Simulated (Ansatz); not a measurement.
```yaml
crystal:
  periodic: [false, false, false]
  atoms:
    - {symbol: Ti, position_ang: [-1.720965, 0.007632, 0.001718]}
    - {symbol: N, position_ang: [0.212418, 0.001570, 0.004297]}
    - {symbol: H, position_ang: [0.487779, -1.008279, 0.003621]}
    - {symbol: H, position_ang: [0.527742, 0.503758, 0.865393]}
    - {symbol: H, position_ang: [0.493025, 0.495320, -0.875028]}
basis:
  gaussian: {orbitals: def2-TZVP}
hamiltonian: {xc: pbe0}
relax: {f_tol: 0.004, max_steps: 80}
```

```sh
$ ansatz run in.yaml --threads 1 --pin off --events-out ev --progress --plain --max-ram 2176MiB
```

Steps of the relaxation (energy above the last step; positions in Å, forces in eV/Å):

```
5
step 1, 243.3 meV
Ti   -1.721    0.008    0.002   -2.297    0.002    0.003
N     0.212    0.002    0.004    2.498   -0.248   -0.012
H     0.488   -1.008    0.004   -0.108    0.875    0.003
H     0.528    0.504    0.865   -0.066   -0.321   -0.682
H     0.493    0.495   -0.875   -0.027   -0.309    0.688
```

```
5
step 2, 68.5 meV
Ti   -1.799    0.006    0.003   -1.053    0.004    0.006
N     0.220    0.000    0.004    1.009   -0.004   -0.034
H     0.509   -0.989    0.003    0.023    0.386    0.001
H     0.551    0.496    0.846    0.002   -0.190   -0.330
H     0.519    0.488   -0.856    0.020   -0.196    0.356
```

```
5
step 3, 2.0 meV
Ti   -1.890    0.007    0.006   -0.158    0.001    0.005
N     0.220    0.000    0.002    0.034   -0.014   -0.009
H     0.540   -0.967    0.003    0.038   -0.044    0.004
H     0.577    0.484    0.824    0.040    0.027    0.092
H     0.553    0.476   -0.835    0.046    0.030   -0.091
```

```
5
step 5, 0.5 meV
Ti   -1.909   -0.001    0.008    0.022    0.011    0.002
N     0.222    0.004    0.000   -0.022    0.131    0.021
H     0.533   -0.966    0.003    0.050   -0.038   -0.005
H     0.586    0.485    0.825   -0.033   -0.054   -0.036
H     0.568    0.477   -0.837   -0.016   -0.050    0.019
```

```
5
step 6, 0.0 meV
Ti   -1.909    0.007    0.010    0.000    0.001    0.001
N     0.220    0.002   -0.001    0.005   -0.030   -0.004
H     0.546   -0.966    0.002   -0.007    0.020   -0.001
H     0.577    0.483    0.825    0.001    0.006    0.011
H     0.566    0.474   -0.837    0.000    0.002   -0.007
```

```
5
step 7, 0.0 meV
Ti   -1.908    0.007    0.011   -0.001    0.001    0.000
N     0.220    0.001   -0.001    0.004   -0.004    0.001
H     0.547   -0.965    0.002   -0.001    0.001    0.000
H     0.576    0.483    0.826   -0.001    0.001   -0.002
H     0.565    0.474   -0.837    0.000    0.001    0.001
```

Close pairs at the end: N2–H3 1.020 Å, N2–H5 1.021 Å, N2–H4 1.021 Å, Ti1–N2 2.129 Å, Ti1–H3 2.641 Å, Ti1–H5 2.656 Å, Ti1–H4 2.658 Å.

A stationary point of restricted PBE0 after 7 steps (its stability towards spin polarisation wasn't tested); no frequencies were run, so it isn't proven a minimum. 2.6 min on 1 thread of Intel Xeon Platinum 8488C, shared host.
